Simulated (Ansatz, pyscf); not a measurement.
F–CH₂–SiH₃ -> F–SiH₃ + methylene (CH₂) [singlet], a 1,1-elimination on the singlet surface: C–F, C–Si broken, F–Si formed. Structures and frequencies: ωB97X-D3(BJ)/def2-SVP in PySCF. Wave-function energies: Ansatz (a quantum-chemistry and plane-wave program), frozen core, RHF or UHF references. In kcal/mol, from the reactant's lowest minimum found.

Cost: rough CPU time of the saddle's run relative to CCSD(T)/cc-pV(D+d)Z, from one job on a shared machine, with the HF step and its search for lower states.

```tsv
level	barrier	reaction energy	cost
r²SCAN/def2-TZVP	77.77	+73.59	–
PBE/def2-TZVP	76.76	+76.16	–
CCSD(T)/cc-pV(D+d)Z	81.52	+64.80	1
CCSDT(Q)/cc-pV(D+d)Z	81.17	+64.67	200
CCSD(T)/cc-pV(T+d)Z	79.23	+63.48	9
CCSD(T)/cc-pV(Q+d)Z	78.79	+63.14	–
```

In cc-pV(D+d)Z, going from CCSD(T) to CCSDT(Q) shifts the barrier by -0.35 and the reaction energy by -0.13 kcal/mol. With HF in the quadruple-zeta basis and the correlation energy extrapolated as X⁻³ from X = 3, 4, CCSD(T) gives 78.97 and +63.80; adding the double-zeta shift gives ΔE‡ = 78.62 and ΔE = +63.67 kcal/mol, without core correlation, relativity or geometry relaxation at these levels. This saddle turned up in a search for another step; its sides and bond changes are read from the two ends of the descent. CH₂ [singlet] is an excited spin state, 8.92 kcal/mol over the triplet at ωB97X-D3(BJ)/def2-TZVP. One saddle was located; it need not be the lowest between these sides. A restricted singlet here is unstable towards spin polarisation, as is usual where a triplet lies low; its energy is less safe.
